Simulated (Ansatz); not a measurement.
Basis-set extrapolation for C2H8N2, SMILES `CN(C)N` (PBE0-D4/def2-TZVP geometry, frozen core, the Gaussian-basis code of Ansatz). Multiplicity 1, RHF reference.

```
                      def2-TZVPP   def2-QZVPP
                 HF  -189.309788  -189.319335
    MP2 correlation    -0.788149    -0.840649
CCSD(T) correlation    -0.858660      not run
```

Energies in hartree. Use E(X) = E(∞) + A·exp(−7.88·√X) for Hartree–Fock and E(X) = E(∞) + B·X^(−2.97) for correlation, with X = 3 and 4, and add CCSD(T) minus MP2 of the smaller set to the MP2 limit.

Q: What is the CCSD(T) energy at the basis-set limit?

A: HF limit: -189.319335 + (-0.009547) × 0.13774 = -189.32065. MP2 limit: -0.840649 + (-0.052500) × 0.74074 = -0.87954. Higher-order term: -0.858660 − (-0.788149) = -0.07051. Total: -190.27070 hartree, 2.78 eV below CCSD(T)/def2-TZVPP.
